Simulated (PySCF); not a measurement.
Molecule: Acetamide (CC(N)=O, C2H5NO).

Atoms are numbered as in `[CH3:1][C:2]([NH2:3])=[O:4]` (H(Xn): hydrogen on atom n). Ha(N3) is cis to the C=O or C=S heteroatom; Hb(N3) is trans to the C=O or C=S heteroatom.

Geometry PBE0-D3(BJ)/def2-SVP throughout; GIAO in PySCF 2.14, gas phase, one conformer, non-relativistic; equivalent atoms averaged; basis pcSseg-2.

For orientation, PBE gives these absolute shieldings σ: C2 9.6, C1 158.0, N3 140.1, O4 -84.6, Hb(N3) 26.19, Ha(N3) 26.87, H(C1) 29.44 ppm.

A run gave: C2 5.8, C1 164.0, N3 149.7, O4 -83.9, Hb(N3) 26.52, Ha(N3) 26.84, H(C1) 29.58 ppm (absolute shieldings σ).

**Question.** Which functional was used in that run?
A. OPBE
B. LC-wPBE
C. BP86
D. wB97X-D
E. KT2

**Answer.** B. C2 tells them apart best: LC-wPBE gives 5.8, OPBE gives 20.8, wB97X-D gives 7.5, KT2 gives 20.1, BP86 gives 9.4 ppm.
